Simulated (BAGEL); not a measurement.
# CH3Cl (chloromethane) at 6 levels

Wanted: a comparison of 6 runs (HF/STO-3G, HF/3-21G, B3LYP/6-31G*, PBE0/def2-SVP, RI-MP2/6-31+G*) of CH3Cl (chloromethane). 

The results are computed with BAGEL 1.2.2.

### 1 The system as given

The species is CH3Cl (5 atoms), meant as a singlet with charge 0. As SMILES, `CCl`. Geometry: relaxed at PBE0-D4/def2-TZVP.

Bond lengths: C1–Cl2 1.773 Å, C1–H3 1.087 Å, C1–H4 1.088 Å, C1–H5 1.088 Å. Angles: Cl2–C1–H3 108.7°, Cl2–C1–H4 108.7°, Cl2–C1–H5 108.6°, H3–C1–H4 110.3°, H3–C1–H5 110.3°, H4–C1–H5 110.3°.

### 2 A single-point energy at HF/STO-3G (run 1)

input.json

```json
{ "bagel": [

{
  "title": "molecule",
  "basis": "sto-3g",
  "df_basis": "qzvpp-jkfit",
  "angstrom": true,
  "geometry": [
    { "atom": "C", "xyz": [      -0.120900,       0.010000,       0.051300 ] },
    { "atom": "Cl", "xyz": [       1.469400,      -0.290800,      -0.672500 ] },
    { "atom": "H", "xyz": [      -0.284800,      -0.715400,       0.844700 ] },
    { "atom": "H", "xyz": [      -0.880000,      -0.097100,      -0.720100 ] },
    { "atom": "H", "xyz": [      -0.133800,       1.019700,       0.455100 ] }
  ]
},

{ "title": "hf", "df": false },

{ "title": "print", "file": "orbitals.molden", "orbitals": true }

]}
```

Command:

```bash
BAGEL_NUM_THREADS=1 BAGEL input.json > input.out
```

Standard output:

```text
* using 1 threads per process

  ===============================================================
  ===============================================================

  *** Geometry ***

  { "atom" : "C", "xyz" : [     -0.228468,      0.018897,      0.096943 ] },
  { "atom" : "Cl", "xyz" : [      2.776764,     -0.549532,     -1.270841 ] },
  { "atom" : "H", "xyz" : [     -0.538194,     -1.351910,      1.596252 ] },
  { "atom" : "H", "xyz" : [     -1.662959,     -0.183492,     -1.360792 ] },
  { "atom" : "H", "xyz" : [     -0.252845,      1.926954,      0.860014 ] },

  Number of auxiliary basis functions:      257

  Since a DF basis is specified, we compute 2- and 3-index integrals:
    o Being stored without compression. Storage requirement is 0.001 GB

  Number of basis functions:       17
  Number of electrons      :       26

    * METHOD: MOLECULE                             0.03

  *** RHF ***

  === Nuclear Repulsion ===
    51.5382871537

      * DIIS with orbital gradients will be used.

  === RHF iteration (sto-3g) ===
      0       -493.65083681          0.02427903           0.01
      1       -493.71807153          0.00560013           0.01
      2       -493.72217148          0.00146020           0.01
      3       -493.72243465          0.00010772           0.01
      4       -493.72243627          0.00001242           0.01
      5       -493.72243630          0.00000126           0.01
      6       -493.72243630          0.00000034           0.01
      7       -493.72243630          0.00000006           0.01
      8       -493.72243630          0.00000001           0.01
      9       -493.72243630          0.00000000           0.01
    * SCF iteration converged.

    * Permanent dipole moment:
           (    0.796116,    -0.150596,    -0.362324) a.u.

    * METHOD: HF                                   0.10

    * METHOD: PRINT                                0.00

  ===============================================================
```

Wall time 0.28 s (1 thread of Intel Xeon 6975P-C (Granite Rapids), shared host).

### 3 The energy at HF/3-21G (run 2)

calc.json

```json
{ "bagel" : [

{
  "title" : "molecule",
  "basis" : "3-21g",
  "df_basis" : "qzvpp-jkfit",
  "angstrom" : true,
  "geometry" : [
    { "atom" : "C", "xyz" : [      -0.120900,       0.010000,       0.051300 ] },
    { "atom" : "Cl", "xyz" : [       1.469400,      -0.290800,      -0.672500 ] },
    { "atom" : "H", "xyz" : [      -0.284800,      -0.715400,       0.844700 ] },
    { "atom" : "H", "xyz" : [      -0.880000,      -0.097100,      -0.720100 ] },
    { "atom" : "H", "xyz" : [      -0.133800,       1.019700,       0.455100 ] }
  ]
},

{
  "title" : "hf",
  "df" : false
},

{
  "title" : "print",
  "file" : "orbitals.molden",
  "orbitals" : true
}

]}
```

Command:

```bash
BAGEL_NUM_THREADS=1 BAGEL calc.json > calc.out
```

Standard output:

```text
* using 1 threads per process

  ===============================================================
  ===============================================================

  *** Geometry ***

  { "atom" : "C", "xyz" : [     -0.228468,      0.018897,      0.096943 ] },
  { "atom" : "Cl", "xyz" : [      2.776764,     -0.549532,     -1.270841 ] },
  { "atom" : "H", "xyz" : [     -0.538194,     -1.351910,      1.596252 ] },
  { "atom" : "H", "xyz" : [     -1.662959,     -0.183492,     -1.360792 ] },
  { "atom" : "H", "xyz" : [     -0.252845,      1.926954,      0.860014 ] },

  Number of auxiliary basis functions:      257

  Since a DF basis is specified, we compute 2- and 3-index integrals:
    o Being stored without compression. Storage requirement is 0.002 GB

  Number of basis functions:       28
  Number of electrons      :       26

    * METHOD: MOLECULE                             0.03

  *** RHF ***

  === Nuclear Repulsion ===
    51.5382871537

      * DIIS with orbital gradients will be used.

  === RHF iteration (3-21g) ===
      0       -494.36605462          0.04331608           0.01
      1       -496.55469278          0.02652162           0.01
      2       -496.67774083          0.00601266           0.01
[... 9 lines of this table left out ...]
     12       -496.68449152          0.00000000           0.01
    * SCF iteration converged.

    * Permanent dipole moment:
           (    0.865364,    -0.163703,    -0.393845) a.u.

    * METHOD: HF                                   0.13

    * METHOD: PRINT                                0.00

  ===============================================================
```

It took 0.32 s on 1 thread of Intel Xeon 6975P-C (Granite Rapids), shared host.

Runs 3 to 5 aren't shown in full; the table further down has their settings and results.

### 4 Energy and gradient at RI-MP2/6-31+G(d) (density fitting with qzvpp-jkfit, cc-pv5z-ri for correlation, spherical functions) (run 6)

input.json

```json
{ "bagel": [

{
  "title": "molecule",
  "basis": "6-31+gs.json",
  "df_basis": "qzvpp-jkfit",
  "angstrom": false,
  "geometry": [
    { "atom": "C", "xyz": [ -0.22846789,  0.01889726,  0.09694295 ] },
    { "atom": "Cl", "xyz": [  2.77676357, -0.54953236, -1.27084082 ] },
    { "atom": "H", "xyz": [ -0.53819400, -1.35191007,  1.59625166 ] },
    { "atom": "H", "xyz": [ -1.66295899, -0.18349241, -1.36079178 ] },
    { "atom": "H", "xyz": [ -0.25284536,  1.92695373,  0.86001436 ] }
  ]
},
{
  "title": "force",
  "method": [
    {
      "title": "mp2",
      "ncore": 6,
      "aux_basis": "cc-pv5z-ri"
    }
  ]
}

]}
```

The basis set 6-31+G* is read from a file made from the Basis Set Exchange's data (not shown).

Command:

```bash
BAGEL_NUM_THREADS=1 BAGEL input.json > input.out
```

Standard output:

```text
* using 1 threads per process

  ===============================================================
  ===============================================================

  *** Geometry ***

[... 31 lines left out ...]
    * SCF iteration converged.
[... 1 line left out ...]
    * Permanent dipole moment:
[... 13 lines left out ...]
      MP2 correlation energy:   -0.2607484146
[... 1 line left out ...]
    * Permanent dipole moment: MP2 unrelaxed
[... 10 lines left out ...]
    * Permanent dipole moment: MP2 relaxed
[... 2 lines left out ...]
  * Nuclear energy gradient

    o Atom   0
        x          0.0004589165
        y         -0.0001330825
        z         -0.0001517839
    o Atom   1
        x         -0.0035695337
        y          0.0006816442
        z          0.0016233585
    o Atom   2
        x          0.0009420670
        y          0.0003655100
        z         -0.0009473052
    o Atom   3
        x          0.0013285854
        y         -0.0000807533
        z          0.0001317098
    o Atom   4
        x          0.0008399648
        y         -0.0008333183
        z         -0.0006559791

    * METHOD: FORCE                                1.37

  ===============================================================
```

It took 1.6 s on 1 thread of Intel Xeon 6975P-C (Granite Rapids), shared host.

### 5 Overview of the runs

```tsv
run	level	integral approximation	task	gradient kind	energy (Eh)	dipole moment (D)	wall time
1	HF/STO-3G	none	energy	–	-493.722436	2.26	0.28 s
2	HF/3-21G	none	energy	–	-496.684492	2.45	0.32 s
3	B3LYP/6-31G* (density fitting with qzvpp-jkfit, spherical functions)	qzvpp-jkfit	gradient	analytic	-500.104079	2.01	2.5 s
4	B3LYP/6-31G* (density fitting with qzvpp-jkfit, Cartesian functions)	qzvpp-jkfit	gradient	analytic	-500.108176	2.01	2.5 s
5	PBE0/def2-SVP (density fitting with qzvpp-jkfit)	qzvpp-jkfit	gradient	analytic	-499.728448	1.88	2.7 s
6	RI-MP2/6-31+G* (density fitting with qzvpp-jkfit, cc-pv5z-ri for correlation, spherical functions)	qzvpp-jkfit	gradient	analytic	-499.352831	2.10	1.6 s
```

### 6 What came out

| quantity | value |
| --- | --- |
| run 6: total energy | -499.35283 Eh |
| run 6: dipole moment (of the density that the program reports) | 2.10 D |
| run 6: correlation energy (6 core orbitals frozen) | -260.7 mEh |
| run 6: largest force on an atom | 0.205 eV/Å |

**Reading.** The dipole moment runs from 1.88 D (PBE0/def2-SVP) to 2.45 D (HF/3-21G). The two ends differ in method and basis. Totals of different functionals can't be ranked against each other. In run 1 the basis is minimal, so dipoles, gaps and forces are rough. All runs together took 9.9 s, the longest 2.7 s.
